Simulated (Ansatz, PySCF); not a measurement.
Species: isobutane, C4H10, charge 0, multiplicity 1. SMILES: CC(C)C
Coordinates optimised at B3LYP-D3(BJ)/def2-TZVP (Ansatz, a program for electronic structure):
```xyz
14

C     -0.0001     0.0018     0.3735
H     -0.0004     0.0072     1.4696
C      0.0053     1.4545    -0.1028
H      0.0058     1.5017    -1.1956
H     -0.8762     1.9925     0.2527
H      0.8904     1.9861     0.2532
C      1.2575    -0.7325    -0.0917
H      1.3032    -0.7643    -1.1842
H      2.1624    -0.2356     0.2644
H      1.2737    -1.7623     0.2716
C     -1.2627    -0.7234    -0.0925
H     -1.3079    -0.7549    -1.1849
H     -1.2865    -1.7530     0.2709
H     -2.1642    -0.2200     0.2631
```
Charge 0, spin multiplicity 1.

Property: atomisation energy (electronic, to ground-state atoms), in eV. Cores are frozen in the correlated levels unless marked. Open shells are spin-unrestricted. Spin-orbit coupling is left out. No relativistic terms. The coupled-cluster limit lacks core correlation, which all-electron functionals hold. CBS marks a two-point X^-3 extrapolation of the correlation energy; Hartree-Fock from the larger set. The bracket is a focal-point correction in the basis named.

```json
[
 {"level": "HF/6-31G", "program": "Ansatz", "atomisation energy (eV)": "41.94", "minus last row": "-14.56", "rough core time": "-"},
 {"level": "HF/def2-TZVPD", "program": "PySCF", "atomisation energy (eV)": "43.23", "minus last row": "-13.27", "rough core time": "-"},
 {"level": "HF-D3(BJ)/def2-TZVPD", "program": "PySCF + dftd3", "atomisation energy (eV)": "45.17", "minus last row": "-11.33", "rough core time": "-"},
 {"level": "PBE-D4/def2-TZVPD", "program": "Ansatz + dftd4", "atomisation energy (eV)": "57.16", "minus last row": "0.66", "rough core time": "under 20 s"},
 {"level": "r2SCAN-D4/def2-TZVPD", "program": "Ansatz + dftd4", "atomisation energy (eV)": "56.46", "minus last row": "-0.04", "rough core time": "under 20 s"},
 {"level": "B97M-V/def2-TZVPD", "program": "Ansatz", "atomisation energy (eV)": "56.42", "minus last row": "-0.08", "rough core time": "30 s"},
 {"level": "B3LYP/def2-TZVPD", "program": "Ansatz", "atomisation energy (eV)": "56.11", "minus last row": "-0.39", "rough core time": "under 20 s"},
 {"level": "BHLYP/def2-TZVPD", "program": "Ansatz", "atomisation energy (eV)": "55.18", "minus last row": "-1.32", "rough core time": "21 s"},
 {"level": "TPSSh-D3(BJ)/def2-TZVPD", "program": "PySCF + dftd3", "atomisation energy (eV)": "56.90", "minus last row": "0.40", "rough core time": "-"},
 {"level": "TPSSh-D4/def2-TZVPD", "program": "PySCF + dftd4", "atomisation energy (eV)": "56.90", "minus last row": "0.40", "rough core time": "-"},
 {"level": "M06-2X/def2-TZVPD", "program": "PySCF", "atomisation energy (eV)": "56.32", "minus last row": "-0.18", "rough core time": "-"},
 {"level": "HSE06-D3(BJ)/def2-TZVPD", "program": "Ansatz + dftd3", "atomisation energy (eV)": "56.70", "minus last row": "0.20", "rough core time": "under 20 s"},
 {"level": "CAM-B3LYP-D4/def2-TZVPD", "program": "Ansatz + dftd4", "atomisation energy (eV)": "56.68", "minus last row": "0.18", "rough core time": "23 s"},
 {"level": "LC-wPBE-D3(BJ)/def2-TZVPD", "program": "Ansatz + dftd3", "atomisation energy (eV)": "56.52", "minus last row": "0.02", "rough core time": "under 20 s"},
 {"level": "wB97X/def2-TZVPD", "program": "Ansatz", "atomisation energy (eV)": "56.37", "minus last row": "-0.13", "rough core time": "28 s"},
 {"level": "B2GP-PLYP/def2-TZVPD", "program": "Ansatz", "atomisation energy (eV)": "55.66", "minus last row": "-0.84", "rough core time": "29 s"},
 {"level": "CCSD/cc-pVTZ", "program": "Ansatz", "atomisation energy (eV)": "54.81", "minus last row": "-1.69", "rough core time": "-"},
 {"level": "CCSD(T)/STO-3G", "program": "Ansatz", "atomisation energy (eV)": "60.06", "minus last row": "3.56", "rough core time": "under 20 s"},
 {"level": "CCSD(T)/6-31G", "program": "Ansatz", "atomisation energy (eV)": "49.72", "minus last row": "-6.78", "rough core time": "under 20 s"},
 {"level": "CCSD(T)/aug-cc-pVDZ", "program": "Ansatz", "atomisation energy (eV)": "53.29", "minus last row": "-3.21", "rough core time": "80 s"},
 {"level": "RI-MP2/CBS(cc-pVTZ,cc-pVQZ)+[CCSD(T)-MP2]/cc-pVTZ", "program": "Ansatz", "atomisation energy (eV)": "56.50", "minus last row": "0.00", "rough core time": "5 min"}
]
```

Core times are rough, on shared machines, summed over the molecules involved; a dash marks a level read off another run, or run on other hardware, by another program or under a memory cap.
